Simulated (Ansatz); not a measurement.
System (SMILES): [C-]#[S+] (C-S).
Atoms: C1, S2. Bonds: C1-S2.

Basis-set convergence of the optimised C1-S2 bond length at MP2 with Ansatz (an electronic-structure program). The reference of a correlated method is not its basis-set limit, which lies further on. All functions are spherical. Cores are frozen. No added dispersion term, no relativity. Reference: the value in aug-cc-pV(Q+d)Z, 1.5357 Å, itself unsure by roughly 0.0005 Å (its mean distance from cc-pV(5+d)Z, def2-QZVPP, cc-pV(Q+d)Z). Deviations are taken from unrounded values. Cost is core time over that of aug-cc-pV(D+d)Z, rough, on shared machines of one kind; a dash marks a row that isn't timed (too short, read off another run, short of memory, by another algorithm or on other hardware). It counts the whole optimisation.

| basis | functions | optimised C1-S2 bond length (Å) | minus reference (Å) | cost |
|---|---|---|---|---|
| cc-pV(D+d)Z | 37 | 1.5533 | 0.0176 | - |
| aug-cc-pV(D+d)Z | 55 | 1.5546 | 0.0190 | 1× |
| cc-pV(T+d)Z | 69 | 1.5400 | 0.0044 | 1× |
| jun-cc-pV(T+d)Z | 87 | 1.5393 | 0.0036 | 2× |
| aug-cc-pV(T+d)Z | 101 | 1.5394 | 0.0037 | 1× |
| cc-pV(Q+d)Z | 119 | 1.5359 | 0.0002 | 4× |
| aug-cc-pV(Q+d)Z | 169 | 1.5357 | 0.0000 | 6× |
| cc-pV(5+d)Z | 191 | 1.5344 | -0.0013 | 20× |

The smallest set listed that lies within 0.01 Å of the reference with all its larger relatives (same family, alike in diffuse functions; a set with none counts only in the reference's own line) is cc-pV(T+d)Z (69 functions, 1× in cost, 0.0044 Å off).
